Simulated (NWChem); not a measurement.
System: Li₂; SMILES [Li][Li]

NWChem input:

```
start job
memory heap 200 mb stack 900 mb global 1100 mb
geometry units angstroms noautoz
  Li     0.000000     0.000000    -1.393559
  Li     0.000000     0.000000     1.393559
end
basis spherical
  * library def2-tzvp
end
dft
  xc b3lyp
  iterations 150
  mulliken
end
task dft energy
```

All runs use the structure optimised with PBE0/def2-SVP.

Q: Predict the main results of this run. (B3LYP/def2-TZVP.) Quantities: basis functions; energy (Ha); highest occupied level (eV); orbital gap (eV).

A: 
| Quantity | Result |
|---|---|
| number of basis functions | 28 |
| energy (Ha) | -15.02 |
| highest occupied level (eV) | -3.63 |
| orbital gap (eV) | 2.20 |
